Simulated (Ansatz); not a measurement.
# CH6FSi: the cost of one run

Method: UKS PBE/def2-SVP, in Ansatz 0.2.0.

### 1 The system as given

Bond lengths: Si1–H3 1.460 Å, Si1–C4 1.869 Å, C4–H5 1.110 Å, C4–H6 1.110 Å, C4–H7 1.110 Å, Si1–H8 1.459 Å. Angles: H3–Si1–C4 109.5°, H3–Si1–H8 109.5°, C4–Si1–H8 109.5°, Si1–C4–H5 109.5°, Si1–C4–H6 109.5°, Si1–C4–H7 109.5°, H5–C4–H6 109.4°, H5–C4–H7 109.4°, H6–C4–H7 109.4°.

Coordinates:

```xyz
9

Si    0.0000    0.0000    0.0000
H     0.0000    0.0000    1.7100
H     1.3768    0.0000   -0.4862
C    -0.8808    1.5259   -0.6227
H    -1.9334    1.2723   -0.8671
H    -0.8624    2.3106    0.1622
H    -0.3704    1.9025   -1.5336
H    -0.6877   -1.1914   -0.4862
F     0.0000    0.0000    2.9300
```

### 2 Pulling towards end A

Springs on the bonds that form and break draw the guess towards this end; the thresholds are loose.

Contents of input.yaml:

```yaml
crystal:
  periodic: [false, false, false]
  atoms:
    - { symbol: Si, position_ang: [0.0, 0.0, 0.0] }
    - { symbol: H, position_ang: [0.0, 0.0, 1.71] }
    - { symbol: H, position_ang: [1.3768, 0.0, -0.4862] }
    - { symbol: C, position_ang: [-0.8808, 1.5259, -0.6227] }
    - { symbol: H, position_ang: [-1.9334, 1.2723, -0.8671] }
    - { symbol: H, position_ang: [-0.8624, 2.3106, 0.1622] }
    - { symbol: H, position_ang: [-0.3704, 1.9025, -1.5336] }
    - { symbol: H, position_ang: [-0.6877, -1.1914, -0.4862] }
    - { symbol: F, position_ang: [0.0, 0.0, 2.93] }
magnetization:
  spin_polarized: true
  initial_magnetization: 1
basis:
  gaussian: { orbitals: def2-SVP }
hamiltonian:
  xc: pbe
relax:
  f_tol: 0.15
  max_steps: 25
  restrain:
    - { distance: [1, 8], at: 2.12, k: 30.0 }
    - { distance: [0, 1], at: 1.46, k: 30.0 }
output:
  orbitals: {}
```

The run is started by

```sh
$ ansatz run input.yaml --threads 2 --pin off --max-ram 3072MiB --backend cpu --events-out ev --progress --plain --runs-dir out
```

**Question.** How long does this run take on 2 threads of Arm Neoverse V1, shared host, and how much memory does it need?

About 44 s, with a peak of 0.18 GiB.
